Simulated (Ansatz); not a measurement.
I need a single point in a Gaussian basis of C₂H₄Cl₂, SMILES ClCCCl. Use the Ansatz DFT code, driven from Python. Level of theory: B3LYP, def2-SVP basis, multiplicity 1.

Input file `c2h4cl2.xyz`:
```text
8

Cl   -2.00420    0.13490   -0.47660
C    -0.47220    0.56230    0.22860
C     0.58510   -0.39160   -0.24560
Cl    0.47060   -2.01940    0.43160
H    -0.21880    1.57780   -0.09760
H    -0.57840    0.57310    1.31700
H     1.62180   -0.03890    0.11620
H     0.68830   -0.45540   -1.32950
```

`c2h4cl2.py`:
```python
"""Electronic structure of the C2H4Cl2 molecule."""

from pathlib import Path
import argparse
import logging
import sys

import ansatz as az
import numpy as np

logging.basicConfig(stream=sys.stdout, format="%(name)s: %(message)s")
log = logging.getLogger("run")
log.setLevel(logging.INFO)

parser = argparse.ArgumentParser(description="Electronic structure of the C2H4Cl2 molecule.")
parser.add_argument("--basis", default="def2-SVP", help="basis")
parser.add_argument("--functional", required=True, help="exchange-correlation functional")
args = parser.parse_args()


def main() -> None:
    c2h4cl2 = az.Crystal.molecule_from_extxyz("c2h4cl2.xyz")

    calculation = (
        c2h4cl2.calculation()
        .basis(gaussian=args.basis)
        .functional(args.functional)
        .forces()
        .orbitals()
    )
    result = calculation.run(runs_dir="c2h4cl2_runs")
    r = result.report

    log.info("reference energy %16.6f eV" % r["reference_energy_ev"])
    log.info("total energy     %16.6f eV" % r["free_energy_ev"])
    print("occupied (up, down):", r["n_occupied"], " virtual:", r["n_virtual"], " frozen:", r["n_frozen"])

    field = r["mean_field"]
    print("<S^2> =", round(abs(field["state"]["spin_squared"]), 4), " relativity:", field["relativity"])
    print("passes:", field["passes"])
    if "symmetry" in field:
        print("occupied orbitals by irrep:", field["symmetry"]["occupied"])

    symbols = [site.symbol for site in c2h4cl2.cartesian_sites]
    forces = np.array(r["forces_ev_ang"])
    print("largest force", round(float(np.linalg.norm(forces, axis=1).max()), 4), "eV/A, rms", round(float(np.sqrt((forces ** 2).mean())), 4))

    charges = r["charge_distribution"]
    print("dipole moment", round(4.803205 * float(np.linalg.norm(charges["dipole_moment_e_ang"])), 3), "D")
    print("Mulliken:", [(s, round(q, 3)) for s, q in zip(symbols, charges["mulliken_charges_e"])])

    lines = Path(r["orbitals_path"]).read_text().splitlines()
    field_of = lambda key: [line.split("=")[1].strip() for line in lines if line.startswith(key)]
    orbitals = [(27.211386 * float(e), s, float(n)) for e, s, n in zip(field_of("Ene="), field_of("Spin="), field_of("Occup="))]
    homo = max(e for e, _, n in orbitals if n > 0.5)
    lumo = min(e for e, _, n in orbitals if n < 0.5)
    log.info(f"HOMO {homo:.3f} eV, LUMO {lumo:.3f} eV, gap {lumo - homo:.3f} eV")


if __name__ == "__main__":
    main()
```

```console
$ python c2h4cl2.py --functional b3lyp
run: reference energy    -27175.771962 eV
run: total energy        -27175.771962 eV
occupied (up, down): [25, 25]  virtual: [59, 59]  frozen: 0
<S^2> = 0.0  relativity: none
passes: {'evaluations': 14, 'products': 11}
occupied orbitals by irrep: [{'A': 25}, {'A': 25}]
largest force 3.0575 eV/A, rms 0.8035
dipole moment 2.398 D
Mulliken: [('Cl', -0.153), ('C', 0.061), ('C', 0.01), ('Cl', -0.155), ('H', 0.055), ('H', 0.061), ('H', 0.06), ('H', 0.062)]
run: HOMO -7.813 eV, LUMO 0.887 eV, gap 8.700 eV
```

Reading the output:
- These settings explore the input space; basis and method may be short of convergence.
- The geometry is a force-field or estimated start, not a minimum of this method, and the basis set is short of its limit.
- Levels such as HOMO and LUMO are orbital energies: with these approximate functionals they aren't the ionisation energy and electron affinity, and their gap isn't the fundamental gap.
- Finished in 2.7 s on 1 thread of Intel(R) Xeon(R) Platinum 8488C (Sapphire Rapids) (shared host), peak memory 0.23 GiB.

(A comment or docstring line of the script was reworded after the run, the code is as it ran; lines on the test bed's own set-up are left out of the output.)
